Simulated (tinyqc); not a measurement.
Worked calculation: UKS/LDA (VWN5) in the sto-3g basis, for H2O, spin multiplicity 3. One step of it, computed by the program tinyqc.

Problem. Iteration 2: diagonalisation and new density. Diagonalise F' = X^T F X, C = X C', fill 6 alpha and 4 beta electrons from the bottom; D(s) = C_occ C_occ^T. Each column has its largest component positive (the first on a tie).

extrapolated F(alpha) (hartree):
```
             1O 1s      1O 2s     1O 2px     1O 2py     1O 2pz      2H 1s      3H 1s
1O 1s   -17.797499  -4.658698  -0.010185   0.007769  -0.000509  -0.800112  -0.800804
1O 2s    -4.658698  -1.732636  -0.052868   0.064646  -0.075126  -0.536812  -0.583864
1O 2px   -0.010185  -0.052868   0.079965   0.007287   0.037148  -0.008068  -0.010459
1O 2py    0.007769   0.064646   0.007287   0.033298   0.007458  -0.153099   0.231597
1O 2pz   -0.000509  -0.075126   0.037148   0.007458   0.061028  -0.143112  -0.172496
2H 1s    -0.800112  -0.536812  -0.008068  -0.153099  -0.143112  -0.204123  -0.181166
3H 1s    -0.800804  -0.583864  -0.010459   0.231597  -0.172496  -0.181166  -0.413492
```

extrapolated F(beta) (hartree):
```
             1O 1s      1O 2s     1O 2px     1O 2py     1O 2pz      2H 1s      3H 1s
1O 1s   -17.774516  -4.643886  -0.006911   0.008184  -0.001233  -0.797689  -0.798469
1O 2s    -4.643886  -1.660240  -0.030031   0.067147  -0.081942  -0.505463  -0.564520
1O 2px   -0.006911  -0.030031   0.176372   0.000756   0.002397  -0.007159  -0.007672
1O 2py    0.008184   0.067147   0.000756   0.083396   0.016087  -0.126811   0.222851
1O 2pz   -0.001233  -0.081942   0.002397   0.016087   0.132034  -0.123977  -0.165574
2H 1s    -0.797689  -0.505463  -0.007159  -0.126811  -0.123977  -0.057055  -0.170507
3H 1s    -0.798469  -0.564520  -0.007672   0.222851  -0.165574  -0.170507  -0.371260
```

X:
```
                1          2          3         4          5          6         7
1O 1s   -0.342802   0.000000   0.736520  0.000000  -0.613044   0.000000  0.178940
1O 2s    1.063888   0.000000  -0.280245  0.000000  -0.291654   0.000000  0.450462
1O 2px   0.000000   0.000000   0.000000  1.000000   0.000000   0.000000  0.000000
1O 2py   0.000000   0.886434   0.000000  0.000000   0.000000   0.676140  0.000000
1O 2pz   0.466853   0.000000   0.661182  0.000000   0.640253   0.000000  0.199856
2H 1s   -0.670178  -0.776515  -0.180515  0.000000   0.148296   0.385925  0.381393
3H 1s   -0.670178   0.776515  -0.180515  0.000000   0.148296  -0.385925  0.381393
```

Give: F' = X^T F X; orbital energies; coefficients C; F' = X^T F X; orbital energies; coefficients C; D(alpha) after iteration 2; D(beta) after iteration 2.

Solution.

F' = X^T F X (alpha) (hartree):
```
         1        2        3        4        5        6        7
1  -0.0958   0.0747   1.6317  -0.0230  -1.4136  -0.0181   0.5892
2   0.0747   0.4018   0.0049   0.0046  -0.0341   0.1668  -0.0282
3   1.6317   0.0049  -7.4576   0.0352   7.8157  -0.0266  -3.6369
4  -0.0230   0.0046   0.0352   0.0800   0.0427   0.0058  -0.0253
5  -1.4136  -0.0341   7.8157   0.0427  -8.1420   0.0089   3.9399
6  -0.0181   0.1668  -0.0266   0.0058   0.0089  -0.2236   0.0832
7   0.5892  -0.0282  -3.6369  -0.0253   3.9399   0.0832  -2.4778
```

orbital energies (alpha) (hartree): MO1 -17.8111, MO2 -0.6504, MO3 -0.2594, MO4 -0.0757, MO5 0.0975, MO6 0.3170, MO7 0.4671

coefficients C (alpha):
```
            MO1      MO2      MO3      MO4      MO5      MO6      MO7
1O 1s    0.9924  -0.2109   0.0828  -0.1260   0.0587  -0.0972  -0.0542
1O 2s    0.0330   0.7134  -0.3447   0.6193  -0.2762   0.5670   0.2968
1O 2px   0.0006   0.0516  -0.0385   0.2985   0.9512   0.0440   0.0095
1O 2py  -0.0006  -0.0988  -0.3960  -0.1921   0.0575  -0.3740   0.9467
1O 2pz   0.0028   0.0978   0.0375  -0.5654   0.1326   0.8378   0.2341
2H 1s   -0.0068   0.1464  -0.4710  -0.4509   0.1412  -0.3867  -0.8860
3H 1s   -0.0071   0.3710   0.6344  -0.3589   0.1493  -0.7541   0.3757
```

F' = X^T F X (beta) (hartree):
```
         1        2        3        4        5        6        7
1  -0.0048   0.1103   1.6447  -0.0185  -1.4322  -0.0417   0.5782
2   0.1103   0.4943   0.0178   0.0003  -0.0432   0.1401  -0.0568
3   1.6447   0.0178  -7.4082   0.0076   7.8387  -0.0306  -3.6485
4  -0.0185   0.0003   0.0076   0.1764   0.0123   0.0007  -0.0199
5  -1.4322  -0.0432   7.8387   0.0123  -8.0854   0.0214   3.9464
6  -0.0417   0.1401  -0.0306   0.0007   0.0214  -0.1574   0.1082
7   0.5782  -0.0568  -3.6485  -0.0199   3.9464   0.1082  -2.4058
```

orbital energies (beta) (hartree): MO1 -17.7875, MO2 -0.5898, MO3 -0.1863, MO4 0.0319, MO5 0.1784, MO6 0.3827, MO7 0.5796

coefficients C (beta):
```
            MO1      MO2      MO3      MO4      MO5      MO6      MO7
1O 1s    0.9926  -0.2057   0.1100   0.1227   0.0171   0.0893   0.0700
1O 2s    0.0322   0.6945  -0.4658  -0.6018  -0.0713  -0.5242  -0.3948
1O 2px   0.0004   0.0303  -0.0300  -0.0914   0.9945   0.0273   0.0121
1O 2py  -0.0006  -0.1099  -0.4032   0.2796   0.0127   0.5260  -0.8445
1O 2pz   0.0028   0.1083   0.0560   0.6081   0.0796  -0.7803  -0.3243
2H 1s   -0.0066   0.1164  -0.3865   0.4454   0.0065   0.2611   0.9857
3H 1s   -0.0069   0.4078   0.6458   0.3269   0.0182   0.8019  -0.2595
```

D(alpha) after iteration 2:
```
          1O 1s    1O 2s   1O 2px   1O 2py   1O 2pz    2H 1s    3H 1s
1O 1s    1.0649  -0.2956   0.0005   0.0514  -0.0171   0.0261   0.0945
1O 2s   -0.2956   1.4103  -0.0028  -0.2810   0.1452  -0.2709  -0.6453
1O 2px   0.0005  -0.0028   0.9999  -0.0090  -0.0022   0.0084  -0.0036
1O 2py   0.0514  -0.2810  -0.0090   0.3467  -0.2216   0.4114   0.0717
1O 2pz  -0.0171   0.1452  -0.0022  -0.2216   1.0502  -0.0536  -0.3490
2H 1s    0.0261  -0.2709   0.0084   0.4114  -0.0536   0.6161   0.2301
3H 1s    0.0945  -0.6453  -0.0036   0.0717  -0.3490   0.2301   1.2600
```

D(beta) after iteration 2:
```
          1O 1s    1O 2s   1O 2px   1O 2py   1O 2pz    2H 1s    3H 1s
1O 1s    1.0546  -0.2360  -0.0203   0.0119   0.0612  -0.0183   0.0203
1O 2s   -0.2360   1.0626   0.0900  -0.0568  -0.3167  -0.0073  -0.2146
1O 2px  -0.0203   0.0900   0.0102  -0.0168  -0.0540  -0.0256  -0.0369
1O 2py   0.0119  -0.0568  -0.0168   0.2529   0.1356   0.2676  -0.2138
1O 2pz   0.0612  -0.3167  -0.0540   0.1356   0.3846   0.2618   0.2791
2H 1s   -0.0183  -0.0073  -0.0256   0.2676   0.2618   0.3614  -0.0565
3H 1s    0.0203  -0.2146  -0.0369  -0.2138   0.2791  -0.0565   0.6903
```
